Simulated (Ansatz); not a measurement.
GaS (P6₃/mmc, No. 194), treated with PBE in Ansatz (plane waves, PAW).

Settings: plane-wave cutoff 520 eV, 12×12×4 k mesh (along the axes of the cell as run), Fermi–Dirac smearing 0.01 eV, scalar-relativistic PAW data made under PBE.

Cell (measured lattice):

```cif
data_Ga4S4
_chemical_formula_sum 'Ga4 S4'
_space_group_name_H-M_alt 'P 1'
_space_group_IT_number 1
_cell_length_a 3.58500
_cell_length_b 3.58500
_cell_length_c 15.50000
_cell_angle_alpha 90.000
_cell_angle_beta 90.000
_cell_angle_gamma 120.000
loop_
_space_group_symop_operation_xyz
  'x, y, z'
loop_
_atom_site_label
_atom_site_type_symbol
_atom_site_fract_x
_atom_site_fract_y
_atom_site_fract_z
_atom_site_occupancy
Ga1 Ga 0.33333 0.66667 0.17000 1
Ga2 Ga 0.66667 0.33333 0.67000 1
Ga3 Ga 0.33333 0.66667 0.33000 1
Ga4 Ga 0.66667 0.33333 0.83000 1
S1 S 0.33333 0.66667 0.60000 1
S2 S 0.66667 0.33333 0.10000 1
S3 S 0.33333 0.66667 0.90000 1
S4 S 0.66667 0.33333 0.40000 1
```

Q: Predict the band gap and smallest direct gap on the k points sampled.

A: 
- band gap = 1.58 eV (indirect)
- smallest direct gap on the k points sampled = 1.64 eV

Measured, for comparison: band gap 2.5 eV (temperature not stated, no zero-point or thermal correction, compiled measured gap; kind and temperature not stated; as tabulated in Kothakonda et al. (2022), arXiv:2208.02841).

Note: cell and atoms aren't relaxed at this level (pressure 2.2 GPa).

Spin–orbit coupling is not included.

Static lattice: no zero-point or thermal effects.

Cost on a shared machine: roughly 40 core-seconds.

Ansatz is a first-principles code.
